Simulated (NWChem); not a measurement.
Everything below was run with NWChem. System: F, charge 0, spin multiplicity 2. Its SCF solution wasn't tested for a lower state. Level: UPBE0/cc-pVTZ.

Job file:

```
start mol
memory heap 200 mb stack 900 mb global 1100 mb
geometry units angstroms nocenter noautoz
  F      0.000000     0.000000     0.000000
  symmetry group D2h
end
basis spherical
  * library cc-pvtz
end
dft
  xc pbe0
  odft
  mult 2
  semidirect memsize 60000000 filesize 0
  iterations 100
end
task dft energy
```

NWChem printed:

```
             Northwest Computational Chemistry Package (NWChem) 7.3.0
             --------------------------------------------------------

                                NWChem Input Module
                                -------------------

 Scaling coordinates for geometry "geometry" by  1.889725989
 (inverse scale =  0.529177249)

                             Geometry "geometry" -> ""
                             -------------------------

 Output coordinates in angstroms (scale by  1.889725989 to convert to a.u.)

  No.       Tag          Charge          X              Y              Z
 ---- ---------------- ---------- -------------- -------------- --------------
    1 F                    9.0000     0.00000000     0.00000000     0.00000000

 Effective nuclear repulsion energy (a.u.)       0.0000000000

            Nuclear Dipole moment (a.u.)
            ----------------------------
        X                 Y               Z
 ---------------- ---------------- ----------------
     0.0000000000     0.0000000000     0.0000000000

      Symmetry information
      --------------------

 Group name             D2h
 Group number             26
 Group order               8
 No. of unique centers     1

      Symmetry unique atoms

     1


 Summary of "ao basis" -> "" (spherical)
 ------------------------------------------------------------------------------
       Tag                 Description            Shells   Functions and Types
 ---------------- ------------------------------  ------  ---------------------
 *                          cc-pvtz                   on all atoms

                                 NWChem DFT Module
                                 -----------------

 Summary of "ao basis" -> "ao basis" (spherical)
 ------------------------------------------------------------------------------
       Tag                 Description            Shells   Functions and Types
 ---------------- ------------------------------  ------  ---------------------
 F                          cc-pvtz                 10       30   4s3p2d1f

 Summary of "ao basis" -> "ao basis" (spherical)
 ------------------------------------------------------------------------------
       Tag                 Description            Shells   Functions and Types
 ---------------- ------------------------------  ------  ---------------------
 F                          cc-pvtz                 10       30   4s3p2d1f

      Symmetry analysis of basis
      --------------------------

        ag          8
        au          1
        b1g         2
        b1u         5
        b2g         2
        b2u         5
        b3g         2
        b3u         5

            General Information
            -------------------
          SCF calculation type: DFT
          Wavefunction type:  spin polarized.
          No. of atoms     :     1
          No. of electrons :     9
           Alpha electrons :     5
            Beta electrons :     4
          Charge           :     0
          Spin multiplicity:     2
          Use of symmetry is: on ; symmetry adaption is: on
          Maximum number of iterations: 100
          AO basis - number of functions:    30
                     number of shells:    10
          Convergence on energy requested:  1.00D-06
          Convergence on density requested:  1.00D-05
          Convergence on gradient requested:  5.00D-04

              XC Information
              --------------
                         PBE0 Method XC Functional
                     Hartree-Fock (Exact) Exchange  0.250
          PerdewBurkeErnzerhof Exchange Functional  0.750
            Perdew 1991 LDA Correlation Functional  1.000 local
           PerdewBurkeErnz. Correlation Functional  1.000 non-local

             Grid Information
             ----------------
          Grid used for XC integration:  medium
          Radial quadrature: Mura-Knowles
          Angular quadrature: Lebedev.
          Tag              B.-S. Rad. Rad. Pts. Rad. Cut. Ang. Pts.
          ---              ---------- --------- --------- ---------
          F                   0.50       49           3.0       434
          Grid pruning is: on
          Number of quadrature shells:    49
          Spatial weights used:  Erf1

          Convergence Information
          -----------------------
          Convergence aids based upon iterative change in
          total energy or number of iterations.
          Levelshifting, if invoked, occurs when the
          HOMO/LUMO gap drops below (HL_TOL):  1.00D-02
          DIIS, if invoked, will attempt to extrapolate
          using up to (NFOCK): 10 stored Fock matrices.

                    Damping( 0%)  Levelshifting(0.5)       DIIS
                  --------------- ------------------- ---------------
          dE  on:    start            ASAP                start
          dE off:    2 iters        100 iters           100 iters

      Screening Tolerance Information
      -------------------------------
          Density screening/tol_rho:  1.00D-10
          AO Gaussian exp screening on grid/accAOfunc:  14
          CD Gaussian exp screening on grid/accCDfunc:  20
          XC Gaussian exp screening on grid/accXCfunc:  20
          Schwarz screening/accCoul:  1.00D-08

      Superposition of Atomic Density Guess
      -------------------------------------

 Sum of atomic energies:         -99.41191617

      Non-variational initial energy
      ------------------------------

 Total energy =     -99.052884
 1-e energy   =    -139.280532
 2-e energy   =      40.227648
 HOMO         =      -0.587579
[...]
------------------------------------------------------------
EAF file 0: "./mol.aoints.0" size=524288 bytes
------------------------------------------------------------
               write      read    awrite     aread      wait
               -----      ----    ------     -----      ----
     calls:        1         0         0         0         0
   data(b): 5.24e+05  0.00e+00  0.00e+00  0.00e+00
   time(s): 0.00e+00  0.00e+00  0.00e+00  0.00e+00  0.00e+00
rate(mb/s): 0.00e+00  0.00e+00
------------------------------------------------------------

 !! scf_movecs_sym_adapt:   14 vectors were symmetry contaminated

  Symmetry fudging

 !! scf_movecs_sym_adapt:   12 vectors were symmetry contaminated

 !! scf_movecs_sym_adapt:   14 vectors were symmetry contaminated

  Symmetry fudging

 !! scf_movecs_sym_adapt:   14 vectors were symmetry contaminated

   convergence    iter        energy       DeltaE   RMS-Dens  Diis-err    time
 ---------------- ----- ----------------- --------- --------- ---------  ------
 d= 0,ls=0.0,diis     1    -99.6578955380 -9.97D+01  2.90D-03  8.77D-02     0.1
                                                     1.55D-03  3.56D-02

 !! scf_movecs_sym_adapt:   14 vectors were symmetry contaminated

  Symmetry fudging

 !! scf_movecs_sym_adapt:   14 vectors were symmetry contaminated

 !! scf_movecs_sym_adapt:   14 vectors were symmetry contaminated

  Symmetry fudging

 !! scf_movecs_sym_adapt:   14 vectors were symmetry contaminated

 d= 0,ls=0.0,diis     2    -99.6651766245 -7.28D-03  1.44D-03  1.58D-02     0.1
                                                     1.54D-03  1.62D-02

 !! scf_movecs_sym_adapt:   14 vectors were symmetry contaminated

  Symmetry fudging

 !! scf_movecs_sym_adapt:   14 vectors were symmetry contaminated

 !! scf_movecs_sym_adapt:   14 vectors were symmetry contaminated

  Symmetry fudging

 !! scf_movecs_sym_adapt:   14 vectors were symmetry contaminated

 d= 0,ls=0.0,diis     3    -99.6685651134 -3.39D-03  4.90D-04  2.42D-03     0.1
                                                     2.96D-04  1.31D-03

 !! scf_movecs_sym_adapt:   14 vectors were symmetry contaminated

  Symmetry fudging

 !! scf_movecs_sym_adapt:   14 vectors were symmetry contaminated

 !! scf_movecs_sym_adapt:   14 vectors were symmetry contaminated

  Symmetry fudging

 !! scf_movecs_sym_adapt:   14 vectors were symmetry contaminated

 d= 0,ls=0.0,diis     4    -99.6690403066 -4.75D-04  1.87D-05  5.63D-07     0.1
                                                     4.68D-05  7.65D-06

 !! scf_movecs_sym_adapt:   14 vectors were symmetry contaminated

  Symmetry fudging

 !! scf_movecs_sym_adapt:   14 vectors were symmetry contaminated

 !! scf_movecs_sym_adapt:   14 vectors were symmetry contaminated

  Symmetry fudging

 !! scf_movecs_sym_adapt:   12 vectors were symmetry contaminated

 d= 0,ls=0.0,diis     5    -99.6690422428 -1.94D-06  7.13D-06  1.47D-07     0.1
                                                     3.96D-06  8.28D-09

 !! scf_movecs_sym_adapt:   14 vectors were symmetry contaminated

  Symmetry fudging

 !! scf_movecs_sym_adapt:   14 vectors were symmetry contaminated

 !! scf_movecs_sym_adapt:   14 vectors were symmetry contaminated

  Symmetry fudging

 !! scf_movecs_sym_adapt:   14 vectors were symmetry contaminated

 d= 0,ls=0.0,diis     6    -99.6690422862 -4.34D-08  3.10D-07  5.12D-10     0.2
                                                     8.09D-07  2.23D-09

         Total DFT energy =      -99.669042286194
      One electron energy =     -139.223877918535
           Coulomb energy =       49.841977726894
    Exchange-Corr. energy =      -10.287142094552
 Nuclear repulsion energy =        0.000000000000

 Numeric. integr. density =        8.999998907949

     Total iterative time =      0.1s

                  Occupations of the irreducible representations
                  ----------------------------------------------

                     irrep           alpha         beta
                     --------     --------     --------
                     ag                2.0          2.0
                     au                0.0          0.0
                     b1g               0.0          0.0
                     b1u               1.0          0.0
                     b2g               0.0          0.0
                     b2u               1.0          1.0
                     b3g               0.0          0.0
                     b3u               1.0          1.0

                    DFT Final Alpha Molecular Orbital Analysis
                    ------------------------------------------

 Vector    3  Occ=1.000000D+00  E=-5.790559D-01  Symmetry=b1u
              MO Center=  7.6D-17,  5.2D-17,  1.6D-16, r^2= 4.0D-01
   Bfn.  Coefficient  Atom+Function         Bfn.  Coefficient  Atom+Function
  ----- ------------  ---------------      ----- ------------  ---------------
    10      0.489962  1 F  pz                 7      0.414679  1 F  pz
    13      0.313105  1 F  pz

 Vector    4  Occ=1.000000D+00  E=-4.838980D-01  Symmetry=b2u
              MO Center=  1.6D-32, -3.0D-19,  3.6D-32, r^2= 4.3D-01
   Bfn.  Coefficient  Atom+Function         Bfn.  Coefficient  Atom+Function
  ----- ------------  ---------------      ----- ------------  ---------------
     9      0.471229  1 F  py                 6      0.405256  1 F  py
    12      0.347485  1 F  py

 Vector    5  Occ=1.000000D+00  E=-4.838980D-01  Symmetry=b3u
              MO Center=  2.2D-18, -5.4D-32, -1.5D-31, r^2= 4.3D-01
   Bfn.  Coefficient  Atom+Function         Bfn.  Coefficient  Atom+Function
  ----- ------------  ---------------      ----- ------------  ---------------
     8      0.471229  1 F  px                 5      0.405256  1 F  px
    11      0.347485  1 F  px

 Vector    6  Occ=0.000000D+00  E= 6.705690D-01  Symmetry=b1u
              MO Center=  3.4D-32,  9.4D-32, -1.1D-19, r^2= 1.4D+00
   Bfn.  Coefficient  Atom+Function         Bfn.  Coefficient  Atom+Function
  ----- ------------  ---------------      ----- ------------  ---------------
    13      1.185142  1 F  pz                10     -0.673255  1 F  pz
     7     -0.271975  1 F  pz

 Vector    7  Occ=0.000000D+00  E= 7.131577D-01  Symmetry=b3u
              MO Center=  2.0D-20, -2.9D-33, -5.0D-33, r^2= 1.4D+00
   Bfn.  Coefficient  Atom+Function         Bfn.  Coefficient  Atom+Function
  ----- ------------  ---------------      ----- ------------  ---------------
    11      1.178378  1 F  px                 8     -0.694781  1 F  px
     5     -0.278021  1 F  px

 Vector    8  Occ=0.000000D+00  E= 7.131577D-01  Symmetry=b2u
              MO Center=  1.1D-33,  1.9D-20,  1.0D-32, r^2= 1.4D+00
   Bfn.  Coefficient  Atom+Function         Bfn.  Coefficient  Atom+Function
  ----- ------------  ---------------      ----- ------------  ---------------
    12      1.178378  1 F  py                 9     -0.694781  1 F  py
     6     -0.278021  1 F  py

                     DFT Final Beta Molecular Orbital Analysis
                     -----------------------------------------

 Vector    2  Occ=1.000000D+00  E=-1.159219D+00  Symmetry=ag
              MO Center= -5.5D-38, -7.8D-38,  3.0D-37, r^2= 3.5D-01
   Bfn.  Coefficient  Atom+Function         Bfn.  Coefficient  Atom+Function
  ----- ------------  ---------------      ----- ------------  ---------------
     2      0.563467  1 F  s                  4      0.392070  1 F  s
     3      0.173019  1 F  s

 Vector    3  Occ=1.000000D+00  E=-4.521369D-01  Symmetry=b2u
              MO Center= -1.1D-33,  1.2D-24,  7.9D-34, r^2= 4.5D-01
   Bfn.  Coefficient  Atom+Function         Bfn.  Coefficient  Atom+Function
  ----- ------------  ---------------      ----- ------------  ---------------
     9      0.464075  1 F  py                 6      0.400283  1 F  py
    12      0.361717  1 F  py

 Vector    4  Occ=1.000000D+00  E=-4.521369D-01  Symmetry=b3u
              MO Center=  1.2D-24,  3.5D-34, -4.1D-33, r^2= 4.5D-01
   Bfn.  Coefficient  Atom+Function         Bfn.  Coefficient  Atom+Function
  ----- ------------  ---------------      ----- ------------  ---------------
     8      0.464075  1 F  px                 5      0.400283  1 F  px
    11      0.361717  1 F  px

 Vector    5  Occ=0.000000D+00  E=-2.349221D-01  Symmetry=b1u
              MO Center=  2.8D-16, -5.8D-17,  8.6D-17, r^2= 5.1D-01
   Bfn.  Coefficient  Atom+Function         Bfn.  Coefficient  Atom+Function
  ----- ------------  ---------------      ----- ------------  ---------------
    10      0.432028  1 F  pz                13      0.427983  1 F  pz
     7      0.372368  1 F  pz

 Vector    6  Occ=0.000000D+00  E= 7.258284D-01  Symmetry=b2u
              MO Center= -1.7D-32,  5.0D-25,  1.0D-32, r^2= 1.4D+00
   Bfn.  Coefficient  Atom+Function         Bfn.  Coefficient  Atom+Function
  ----- ------------  ---------------      ----- ------------  ---------------
    12      1.175187  1 F  py                 9     -0.703897  1 F  py
     6     -0.280472  1 F  py

 Vector    7  Occ=0.000000D+00  E= 7.258284D-01  Symmetry=b3u
              MO Center=  5.0D-25,  5.5D-33,  1.7D-32, r^2= 1.4D+00
   Bfn.  Coefficient  Atom+Function         Bfn.  Coefficient  Atom+Function
  ----- ------------  ---------------      ----- ------------  ---------------
    11      1.175187  1 F  px                 8     -0.703897  1 F  px
     5     -0.280472  1 F  px

   alpha - beta orbital overlaps
   -----------------------------

   alpha      1      2      3      4      5      6      7      8      9     10
    beta      1      2      5      3      4      8      7      6      9     14
 overlap   1.000  0.999  0.995  1.000  1.000  0.995  1.000  1.000  1.000  1.000

   alpha     11     12     13     14     15     16     17     18     19     20
    beta     13     12     11     10     17     16     15     24     22     23
 overlap   1.000  1.000  1.000  1.000  1.000  1.000  1.000  1.000  1.000  1.000

   alpha     21     22     23     24     25     26     27     28     29     30
    beta     19     18     20     21     29     27     28     26     25     30
 overlap   1.000  1.000  1.000  1.000  0.997  1.000  1.000  1.000  1.000  0.997

     --------------------------
     Expectation value of S2:
     --------------------------
      <S2> =      0.7515 (Exact =     0.7500)

 Task  times  cpu:        0.1s     wall:        0.1s

 Total times  cpu:        0.2s     wall:        0.2s
```
